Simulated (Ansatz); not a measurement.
Ansatz (an electronic-structure program) input (B3LYP-D3(BJ)/def2-TZVP):

Ansatz 0.2 input:
```yaml
crystal:
  periodic: [false, false, false]
  atoms:
    - {symbol: O, position_ang: [0.44187469, 1.33485861, 0.12974526]}
    - {symbol: C, position_ang: [-0.05433681, 0.28429606, 0.03240259]}
    - {symbol: N, position_ang: [1.01706973, -0.94595571, -0.13354246]}
    - {symbol: C, position_ang: [-1.45221658, -0.19963021, 0.02418072]}
    - {symbol: H, position_ang: [0.82672373, -1.72574334, 0.50046318]}
    - {symbol: H, position_ang: [-2.11892134, 0.65910120, 0.05169695]}
    - {symbol: H, position_ang: [-1.64770358, -0.79921607, -0.86796571]}
    - {symbol: H, position_ang: [-1.63131075, -0.83031322, 0.89974415]}
    - {symbol: H, position_ang: [1.94584384, -0.56465997, 0.06579244]}
    - {symbol: H, position_ang: [1.01020268, -1.30434259, -1.09239559]}
basis:
  gaussian:
    orbitals: def2-TZVP
hamiltonian:
  xc: b3lyp
  dispersion: d3bj
total_charge: 1
phonons: {temperatures: {t_min: 298.15, t_max: 298.15, t_step: 100}}
```

Output:

```
Functional definition: B3LYP
integrals: 0.06 GiB planned
930 factors; their error is unknown
mean field: 0.64 GiB planned
mean field evaluation 1: about -5688.4433 eV, gradient 9.4e1 eV
mean field evaluation 2: about -5674.4262 eV, gradient 1.2e2 eV
mean field evaluation 4: about -5704.0891 eV, gradient 7.6e0 eV
mean field evaluation 8: about -5704.1840 eV, gradient 4.7e-1 eV
mean field evaluation 16: about -5704.1843 eV, gradient 4.0e-5 eV
mean field -5704.18433625 eV, -209.6249079221 hartree, gradient 4.0e-5 eV, S^2 0.000000; 0 other end points of the search recorded, 0 dependent functions left out
the calculation of the forces begins
reference -5704.18455430 eV, -209.6249159353 hartree; 16, 16 occupied and 144, 144 virtual orbitals, 930 factors
these checks for a lower state are left out or cut short: stability, starts, cluster_reference, orbital_swaps, neighbouring_geometries, increment
integrals: 0.06 GiB planned
930 factors; their error is unknown
mean field: 0.64 GiB planned
mean field -5704.18427707 eV, -209.6249057473 hartree, gradient 1.4e-6 eV, S^2 0.000000; 0 other end points of the search recorded, 0 dependent functions left out
the calculation of the forces begins
reference -5704.18449513 eV, -209.6249137608 hartree; 16, 16 occupied and 144, 144 virtual orbitals, 930 factors
these checks for a lower state are left out or cut short: stability, starts, cluster_reference, orbital_swaps, neighbouring_geometries, increment
integrals: 0.06 GiB planned
930 factors; their error is unknown
mean field: 0.63 GiB planned
mean field -5704.18424109 eV, -209.6249044250 hartree, gradient 1.4e-6 eV, S^2 0.000000; 0 other end points of the search recorded, 0 dependent functions left out
the calculation of the forces begins
reference -5704.18445913 eV, -209.6249124378 hartree; 16, 16 occupied and 144, 144 virtual orbitals, 930 factors
these checks for a lower state are left out or cut short: stability, starts, cluster_reference, orbital_swaps, neighbouring_geometries, increment
integrals: 0.06 GiB planned
930 factors; their error is unknown
mean field: 0.64 GiB planned
mean field evaluation 32: about -5704.1941 eV, gradient 3.9e-4 eV
mean field -5704.18412797 eV, -209.6249002679 hartree, gradient 1.4e-6 eV, S^2 0.000000; 0 other end points of the search recorded, 0 dependent functions left out
the calculation of the forces begins
reference -5704.18434603 eV, -209.6249082818 hartree; 16, 16 occupied and 144, 144 virtual orbitals, 930 factors
these checks for a lower state are left out or cut short: stability, starts, cluster_reference, orbital_swaps, neighbouring_geometries, increment
integrals: 0.06 GiB planned
930 factors; their error is unknown
mean field: 0.63 GiB planned
mean field -5704.18402733 eV, -209.6248965696 hartree, gradient 1.4e-6 eV, S^2 0.000000; 0 other end points of the search recorded, 0 dependent functions left out
the calculation of the forces begins
reference -5704.18424536 eV, -209.6249045820 hartree; 16, 16 occupied and 144, 144 virtual orbitals, 930 factors
these checks for a lower state are left out or cut short: stability, starts, cluster_reference, orbital_swaps, neighbouring_geometries, increment
integrals: 0.06 GiB planned
930 factors; their error is unknown
mean field: 0.63 GiB planned
mean field -5704.18433146 eV, -209.6249077462 hartree, gradient 1.4e-6 eV, S^2 0.000000; 0 other end points of the search recorded, 0 dependent functions left out
the calculation of the forces begins
reference -5704.18454952 eV, -209.6249157597 hartree; 16, 16 occupied and 144, 144 virtual orbitals, 930 factors
these checks for a lower state are left out or cut short: stability, starts, cluster_reference, orbital_swaps, neighbouring_geometries, increment
integrals: 0.06 GiB planned
[...]
integrals: 0.06 GiB planned
930 factors; their error is unknown
mean field: 0.63 GiB planned
mean field -5704.18427625 eV, -209.6249057171 hartree, gradient 1.4e-6 eV, S^2 0.000000; 0 other end points of the search recorded, 0 dependent functions left out
the calculation of the forces begins
reference -5704.18449430 eV, -209.6249137304 hartree; 16, 16 occupied and 144, 144 virtual orbitals, 930 factors
these checks for a lower state are left out or cut short: stability, starts, cluster_reference, orbital_swaps, neighbouring_geometries, increment
integrals: 0.06 GiB planned
930 factors; their error is unknown
mean field: 0.64 GiB planned
mean field evaluation 352: about -5704.1843 eV, gradient 1.4e-6 eV
mean field -5704.18425749 eV, -209.6249050277 hartree, gradient 1.4e-6 eV, S^2 0.000000; 0 other end points of the search recorded, 0 dependent functions left out
the calculation of the forces begins
reference -5704.18447553 eV, -209.6249130406 hartree; 16, 16 occupied and 144, 144 virtual orbitals, 930 factors
these checks for a lower state are left out or cut short: stability, starts, cluster_reference, orbital_swaps, neighbouring_geometries, increment
integrals: 0.06 GiB planned
930 factors; their error is unknown
mean field: 0.63 GiB planned
mean field -5704.18425151 eV, -209.6249048080 hartree, gradient 1.4e-6 eV, S^2 0.000000; 0 other end points of the search recorded, 0 dependent functions left out
the calculation of the forces begins
reference -5704.18446958 eV, -209.6249128220 hartree; 16, 16 occupied and 144, 144 virtual orbitals, 930 factors
these checks for a lower state are left out or cut short: stability, starts, cluster_reference, orbital_swaps, neighbouring_geometries, increment
integrals: 0.06 GiB planned
930 factors; their error is unknown
mean field: 0.64 GiB planned
mean field -5704.18420647 eV, -209.6249031528 hartree, gradient 1.4e-6 eV, S^2 0.000000; 0 other end points of the search recorded, 0 dependent functions left out
the calculation of the forces begins
reference -5704.18442450 eV, -209.6249111652 hartree; 16, 16 occupied and 144, 144 virtual orbitals, 930 factors
these checks for a lower state are left out or cut short: stability, starts, cluster_reference, orbital_swaps, neighbouring_geometries, increment
integrals: 0.06 GiB planned
930 factors; their error is unknown
mean field: 0.64 GiB planned
mean field -5704.18429866 eV, -209.6249065407 hartree, gradient 1.4e-6 eV, S^2 0.000000; 0 other end points of the search recorded, 0 dependent functions left out
the calculation of the forces begins
reference -5704.18451673 eV, -209.6249145546 hartree; 16, 16 occupied and 144, 144 virtual orbitals, 930 factors
these checks for a lower state are left out or cut short: stability, starts, cluster_reference, orbital_swaps, neighbouring_geometries, increment
integrals: 0.06 GiB planned
930 factors; their error is unknown
mean field: 0.64 GiB planned
mean field -5704.18431010 eV, -209.6249069612 hartree, gradient 1.4e-6 eV, S^2 0.000000; 0 other end points of the search recorded, 0 dependent functions left out
the calculation of the forces begins
reference -5704.18452813 eV, -209.6249149736 hartree; 16, 16 occupied and 144, 144 virtual orbitals, 930 factors
these checks for a lower state are left out or cut short: stability, starts, cluster_reference, orbital_swaps, neighbouring_geometries, increment
integrals: 0.06 GiB planned
930 factors; their error is unknown
mean field: 0.64 GiB planned
mean field evaluation 384: about -5704.1843 eV, gradient 2.2e-4 eV
mean field -5704.18431376 eV, -209.6249070958 hartree, gradient 1.4e-6 eV, S^2 0.000000; 0 other end points of the search recorded, 0 dependent functions left out
the calculation of the forces begins
reference -5704.18453181 eV, -209.6249151090 hartree; 16, 16 occupied and 144, 144 virtual orbitals, 930 factors
these checks for a lower state are left out or cut short: stability, starts, cluster_reference, orbital_swaps, neighbouring_geometries, increment
integrals: 0.06 GiB planned
930 factors; their error is unknown
mean field: 0.64 GiB planned
mean field -5704.18431517 eV, -209.6249071475 hartree, gradient 1.4e-6 eV, S^2 0.000000; 0 other end points of the search recorded, 0 dependent functions left out
the calculation of the forces begins
reference -5704.18453322 eV, -209.6249151607 hartree; 16, 16 occupied and 144, 144 virtual orbitals, 930 factors
these checks for a lower state are left out or cut short: stability, starts, cluster_reference, orbital_swaps, neighbouring_geometries, increment
integrals: 0.06 GiB planned
930 factors; their error is unknown
mean field: 0.63 GiB planned
mean field -5704.18434267 eV, -209.6249081581 hartree, gradient 1.4e-6 eV, S^2 0.000000; 0 other end points of the search recorded, 0 dependent functions left out
the calculation of the forces begins
reference -5704.18456073 eV, -209.6249161718 hartree; 16, 16 occupied and 144, 144 virtual orbitals, 930 factors
these checks for a lower state are left out or cut short: stability, starts, cluster_reference, orbital_swaps, neighbouring_geometries, increment
integrals: 0.06 GiB planned
930 factors; their error is unknown
mean field: 0.64 GiB planned
mean field -5704.18429911 eV, -209.6249065574 hartree, gradient 1.4e-6 eV, S^2 0.000000; 0 other end points of the search recorded, 0 dependent functions left out
the calculation of the forces begins
reference -5704.18451715 eV, -209.6249145701 hartree; 16, 16 occupied and 144, 144 virtual orbitals, 930 factors
these checks for a lower state are left out or cut short: stability, starts, cluster_reference, orbital_swaps, neighbouring_geometries, increment
integrals: 0.06 GiB planned
930 factors; their error is unknown
mean field: 0.64 GiB planned
mean field -5704.18429068 eV, -209.6249062474 hartree, gradient 1.4e-6 eV, S^2 0.000000; 0 other end points of the search recorded, 0 dependent functions left out
the calculation of the forces begins
reference -5704.18450872 eV, -209.6249142604 hartree; 16, 16 occupied and 144, 144 virtual orbitals, 930 factors
these checks for a lower state are left out or cut short: stability, starts, cluster_reference, orbital_swaps, neighbouring_geometries, increment
integrals: 0.06 GiB planned
930 factors; their error is unknown
mean field: 0.63 GiB planned
mean field evaluation 416: about -5704.1940 eV, gradient 4.6e-1 eV
mean field -5704.18432522 eV, -209.6249075169 hartree, gradient 1.4e-6 eV, S^2 0.000000; 0 other end points of the search recorded, 0 dependent functions left out
the calculation of the forces begins
reference -5704.18454328 eV, -209.6249155303 hartree; 16, 16 occupied and 144, 144 virtual orbitals, 930 factors
these checks for a lower state are left out or cut short: stability, starts, cluster_reference, orbital_swaps, neighbouring_geometries, increment
integrals: 0.06 GiB planned
930 factors; their error is unknown
mean field: 0.63 GiB planned
mean field -5704.18420642 eV, -209.6249031509 hartree, gradient 1.4e-6 eV, S^2 0.000000; 0 other end points of the search recorded, 0 dependent functions left out
the calculation of the forces begins
reference -5704.18442445 eV, -209.6249111633 hartree; 16, 16 occupied and 144, 144 virtual orbitals, 930 factors
these checks for a lower state are left out or cut short: stability, starts, cluster_reference, orbital_swaps, neighbouring_geometries, increment
integrals: 0.06 GiB planned
930 factors; their error is unknown
mean field: 0.64 GiB planned
mean field -5704.18423483 eV, -209.6249041951 hartree, gradient 1.4e-6 eV, S^2 0.000000; 0 other end points of the search recorded, 0 dependent functions left out
the calculation of the forces begins
reference -5704.18445290 eV, -209.6249122089 hartree; 16, 16 occupied and 144, 144 virtual orbitals, 930 factors
Total energy: -5704.45281516 eV, -209.6347743402 hartree
Atom 0 at     0.441875     1.334859     0.129745 Å, force     0.000417     0.000566     0.000122 eV/Å
Atom 1 at    -0.054337     0.284296     0.032403 Å, force    -0.000852    -0.001419    -0.000760 eV/Å
Atom 2 at     1.017070    -0.945956    -0.133542 Å, force    -0.000003    -0.000048     0.001244 eV/Å
Atom 3 at    -1.452217    -0.199630     0.024181 Å, force     0.000315     0.000514     0.000646 eV/Å
Atom 4 at     0.826724    -1.725743     0.500463 Å, force    -0.000136     0.000349    -0.000578 eV/Å
Atom 5 at    -2.118921     0.659101     0.051697 Å, force     0.000502    -0.000843    -0.000075 eV/Å
Atom 6 at    -1.647704    -0.799216    -0.867966 Å, force     0.000172     0.000420     0.000444 eV/Å
Atom 7 at    -1.631311    -0.830313     0.899744 Å, force     0.000046     0.000237    -0.000719 eV/Å
Atom 8 at     1.945844    -0.564660     0.065792 Å, force    -0.000437     0.000179    -0.000358 eV/Å
Atom 9 at     1.010203    -1.304343    -1.092396 Å, force    -0.000024     0.000044     0.000034 eV/Å
Dipole moment:     0.269165    -1.061350    -0.125013 e Å
Vibrations: 48.55 128.44 358.36 428.09 482.12 550.80 847.22 861.95 1059.10 1092.41 1105.98 1400.44 1414.49 1451.24 1460.35 1629.96 1641.45 1987.49 3039.82 3099.74 3159.99 3376.10 3473.62 3481.61 cm⁻¹, zero-point energy 2.329620 eV
```

It need not be the lowest isomer of its formula.
